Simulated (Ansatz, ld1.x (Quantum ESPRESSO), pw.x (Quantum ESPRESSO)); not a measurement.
## pw.x on diamond N: one setting changed

Potential: PAW, ld1.x (Quantum ESPRESSO) 7.5, LDA (PW92); core [He], reference 2s2 2p3; waves: 2s (bound): rcut 0.95, rcutus 1.05 bohr; 2s channel at -0.7 Ry: rcut 0.95, rcutus 1.05 bohr; 2p (bound): rcut 1.55, rcutus 1.95 bohr; 2p channel at 0.3 Ry: rcut 1.55, rcutus 1.95 bohr; 3d channel at 0.45 Ry: rcut 1.75, rcutus 2.20 bohr; local part: all-electron potential smoothed inside 1.40 bohr (lloc = -2); core correction: Bessel-smoothed model core inside 0.65 bohr; augmentation: PSQ, inside the norm-conserving radii.

The reference run (k-mesh 11³, cutoffs 40/440 Ry, Fermi–Dirac 0.01 Ry, mixing_beta 0.4, conv_thr 1e-9, no spin) gives -1.03 GPa at 8.607 Å³/atom, where all-electron LAPW gives -1.25 GPa. This run, with its own iteration cap, changes ecutwfc to 3, a wrong or extreme entry chosen on purpose.

```
&control
  calculation='scf', prefix='x', pseudo_dir='./', outdir='./tmp', tstress=.true., disk_io='none'
/
&system
  ibrav=0, nat=2, ntyp=1, ecutwfc=3, ecutrho=440, nbnd=12,
  occupations='smearing', smearing='fd', degauss=0.01
/
&electrons
  conv_thr=1e-09, mixing_beta=0.4, electron_maxstep=70
/
ATOMIC_SPECIES
N 1.0 N.UPF
CELL_PARAMETERS angstrom
  0.00000000 2.04935534 2.04935534
  2.04935534 0.00000000 2.04935534
  2.04935534 2.04935534 0.00000000
ATOMIC_POSITIONS crystal
N 0.0000 0.0000 0.0000
N 0.2500 0.2500 0.2500
K_POINTS automatic
11 11 11 0 0 0
```

```bash
pw.x < N.scf.in > N.scf.out
```

Q: How does the run end?

A: It stops with "memory_report: more bands than PWs!".

```
Message from routine setup:
     using ibrav=0 with symmetry is DISCOURAGED, use correct ibrav instead
     lattice parameter (alat)  =       5.4769  a.u.
     unit-cell volume          =     116.1658 (a.u.)^3
     number of electrons       =        10.00
     number of Kohn-Sham states=           12
     kinetic-energy cutoff     =       3.0000  Ry
     charge density cutoff     =     440.0000  Ry
     scf convergence threshold =      1.0E-09
     Exchange-correlation= SLA  PW   NOGX NOGC
     number of k points=    56  Fermi-Dirac smearing, width (Ry)=  0.0100
     Error in routine memory_report (1):
     more bands than PWs!
```

The run took about 0.1 s on one core of a shared host (Neoverse-V1, 32 threads, 247 GiB, load 16).
